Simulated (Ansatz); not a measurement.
Geometry optimisation, Ansatz 0.2.0, RKS PBE0-D4/6-31G.

The input (input.yaml):

```yaml
crystal:
  periodic: [false, false, false]
  atoms:
    - { symbol: O, position_ang: [-1.36794, 0.84873, -0.38334] }
    - { symbol: S, position_ang: [-0.51712, 0.30388, 0.76793] }
    - { symbol: O, position_ang: [0.6599, -0.84941, 0.0826] }
    - { symbol: H, position_ang: [0.39927, -1.69409, 0.45503] }
total_charge: -1
basis:
  gaussian: { orbitals: "6-31G" }
hamiltonian:
  xc: pbe0
  dispersion: d4
relax:
  f_tol: 0.015
  max_steps: 40
```

Run as:

```bash
$ ansatz run input.yaml --threads 1 --pin off --max-ram 2048MiB --backend cpu --events-out ev --progress --plain --runs-dir out
```

Question: Where does it end, and by what steps?

Answer: The forces met the threshold. Limits of this set-up: no polarisation functions, an anion without diffuse functions, the dipole of an ion depends on the origin. After 8 steps the energy has fallen by 0.797 eV; O3 moved furthest, 0.29 Å.

```csv
step,energy less start (eV),largest force component (eV/Å),accepted
0,0.0000,6.137,yes
1,-0.5855,2.520,yes
2,-0.6130,2.596,yes
3,-0.7748,0.990,yes
4,-0.7685,0.672,no
5,-0.7962,0.116,yes
6,-0.7967,0.033,yes
7,-0.7969,0.023,yes
8,-0.7969,0.009,yes
```

```xyz
4
Properties=species:S:1:pos:R:3
O -1.513 0.698 -0.428
S -0.375 0.490 0.818
O 0.828 -0.901 0.311
H 0.235 -1.678 0.222
```

Time of the run: 7.9 s on 1 thread of Arm Neoverse V2 (shared host), peak memory 0.18 GiB.
